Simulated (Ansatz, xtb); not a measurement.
## A geometry optimisation of CHSSi+ with r2SCAN-D4/def2-SVP

The starting geometry of this gas-phase singlet has its atoms placed at random.

```xyz
4

C     0.7542    1.2111   -0.2106
S     0.7323   -0.5127   -0.9688
Si   -1.2898   -0.1971   -0.8276
H     1.7188   -0.1339   -0.3619
```

Question: Guess where an optimisation with r2SCAN-D4/def2-SVP ends from this start.

Answer: It ends as a structure given below by its coordinates. Distances that change by over a tenth: C1–S2 (1.88 → 1.64 Å), S2–Si3 (2.05 → 2.27 Å). Contacts that open: S2–H4 (1.22 → 2.47 Å). Contacts that close: C1–Si3 (2.56 → 1.89 Å), C1–H4 (1.66 → 1.10 Å).

The energy falls by 6.23 eV over 14 steps:

```
step  E − E(last) (eV)
   1             6.230
   2             4.734
   4             3.892
   5             3.316
   7             1.873
   8             0.786
  10             0.086
  11             0.028
  13             0.000
  14             0.000
```

Final geometry (Å):

```yaml
atoms:
  - { symbol: C, position_ang: [0.7617, 0.3640, -0.4713] }
  - { symbol: S, position_ang: [0.5491, -1.1983, -0.9302] }
  - { symbol: Si, position_ang: [-1.0994, 0.3491, -0.7873] }
  - { symbol: H, position_ang: [1.7041, 0.8526, -0.1802] }
```

From the same start GFN2-xTB ends elsewhere, differing in C1–H4 (2.30 against 1.10 Å here), S2–Si3 (3.34 against 2.27 Å here), S2–H4 (1.38 against 2.47 Å here).

From so rough a start the end depends on the optimiser's path, so another program may land elsewhere. No frequencies were run, so the end isn't proven a minimum. Run with Ansatz 0.2.0, 20 s on 1 thread of Arm Neoverse V2, on a shared host.
